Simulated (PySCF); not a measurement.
Homolysis of single bonds, series Ga CH3-SiH3. Isolated molecules, 0 K electronic values unless said otherwise. Strings in code marks are SMILES.

The dipole moment from two functionals at the same geometries (r2SCAN-D4/def2-TZVP), both in PySCF: PBE-D3(BJ)/def2-TZVP and r2SCAN-D4/def2-TZVP. 

```tsv
species	r2SCAN-D4/def2-TZVP (D)
whole molecule (`[CH3][Ga]([CH3])[CH3]`)	0.01
radical fragment (`[CH3]`)	0.00
whole molecule (`[CH3][Ga]([CH3])[SiH3]`)	1.13
radical fragment (`[CH3][Ga][SiH3]`)	1.07
radical fragment (`[SiH3]`)	0.05
whole molecule (`[SiH3][Ga]([SiH3])[SiH3]`)	0.07
```

What does PBE-D3(BJ)/def2-TZVP give for each?


- whole molecule (`[CH3][Ga]([CH3])[CH3]`): 0.02
- radical fragment (`[CH3]`): 0.00
- whole molecule (`[CH3][Ga]([CH3])[SiH3]`): 1.17
- radical fragment (`[CH3][Ga][SiH3]`): 1.11
- radical fragment (`[SiH3]`): 0.01
- whole molecule (`[SiH3][Ga]([SiH3])[SiH3]`): 0.07
Over these rows, drawn at random from the members with no instability flagged (it was tested for open shells, ions and some series alone), PBE minus r2SCAN-D4: mean +0.01 D, from -0.04 D to +0.04 D.
